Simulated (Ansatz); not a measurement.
# Ge$_{2}$, triplet in aug-cc-pVTZ: errors against UCCSDT(Q)

Geometry: that of the Ge2⁻, quartet, kept fixed.

```xyz
2

Ge    0.0000    0.0000    0.0000
Ge    0.0000    0.0000    2.5258
```

Basis aug-cc-pVTZ; Ansatz 0.2.0. Only valence electrons are correlated (noble-gas cores and the filled d shells of p-block atoms frozen), which leaves 8 electrons in 90 orbitals. R marks a restricted (for open shells ROHF) determinant, U an unrestricted one. Active spaces: valence = (8e, 8o) chosen from the atoms' valence shells. No spin–orbit coupling is included, and no scalar relativity.

Full CI isn't at hand for all of this; UCCSDT(Q) serves as the reference, and is uncertain by about the last step of the cluster series. The frozen core follows each run's orbitals, which can shift R against U totals by a few meV for light atoms and by up to 0.1 eV past Ca.

```
UHF ⟨S²⟩                          : 2.014
T1 diagnostic (RCCSD)             : 0.0204
largest doubles amplitude (RCCSD) : 0.097
T1 diagnostic (UCCSD)             : 0.0187
```

```tsv
level	E − E(RHF) (eV)
UMP2	-4.1987
UCCSD	-4.8920
UCCSD(T)	-5.1926
```

Task: Estimate how far UCCSDT(Q) in aug-cc-pVTZ lies from UCCSD(T). The table doesn't fix it; the size of (T) and the diagnostics are the guide.

Result: UCCSDT(Q) in aug-cc-pVTZ lies 6.8 kJ/mol below UCCSD(T), which is 23 % of the (T) step (-29.0 kJ/mol). The diagnostics are small and the rest is a small part of (T), but (T) is large here. The miss exceeds 1 kcal/mol.

The other levels:

```
 level  E − E(UCCSDT(Q)) (kJ/mol)  share of correlation (%)  wall time
UCCSDT                        2.5                     99.51          –
```

The correlation energy at UCCSDT(Q), counted from RHF, is -5.263 eV. That run took 82 s on 2 threads of AMD EPYC 7R13 with a shared H100 80 GB, shared host.

Run but not shown, since their state or frozen core can't be matched to the reference's or they repeat it: RHF, UHF, RMP2, RCCSD, RCCSD(T), BCCD(T), RCCSDT, RCCSDT(Q), CASSCF (valence space), NEVPT2 (valence space), MRCISD (valence space), MRCISD+Q (valence space).

Times hold each run's SCF and search for its determinant on a shared host, so for small cases they say little of a method's own cost.

Natural occupations of CASSCF (valence space) about the gap: 1.979 1.962 1.945 0.975 0.975 0.055 0.055 0.053; effectively unpaired electrons, Σ n²(2−n)², 2.05.
